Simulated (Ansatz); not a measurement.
Species: C₃H₇O, charge -1, multiplicity 1. It need not be the lowest isomer of its formula. Whether it binds its extra electron was not tested at this geometry. SMILES: C[C-](C)O
Coordinates optimised at B3LYP-D3(BJ)/def2-TZVP (Ansatz, a quantum-chemistry and plane-wave program):
```xyz
11

O      0.1808     1.3581    -0.2739
C      0.0148     0.0580     0.4862
H      0.2773     1.9933     0.4347
C     -1.3043    -0.5011    -0.0006
C      1.1226    -0.8312    -0.0353
H     -1.3457    -0.6382    -1.1178
H      1.0946    -0.9701    -1.1526
H     -2.1472     0.1473     0.2649
H      2.1151    -0.4324     0.2041
H     -1.4949    -1.4857     0.4463
H      1.0558    -1.8326     0.4099
```
Charge -1, spin multiplicity 1.

Parts of the frozen-core correlation energy in cc-pVTZ (Ansatz, hartree). Frozen orbitals: 4; correlated occupied orbitals by spin: 13 and 13; virtual: 201 and 201. Spin-orbit coupling is left out. No relativistic terms.

| term | value |
|---|---|
| reference (HF) | -192.49788 |
| MP2 opposite-spin | -0.60730 |
| MP2 same-spin | -0.18616 |
| CCSD correlation | -0.82624 |
| (T) | -0.03375 |
| T1 diagnostic | 0.013 |
| largest doubles amplitude | 0.026 |
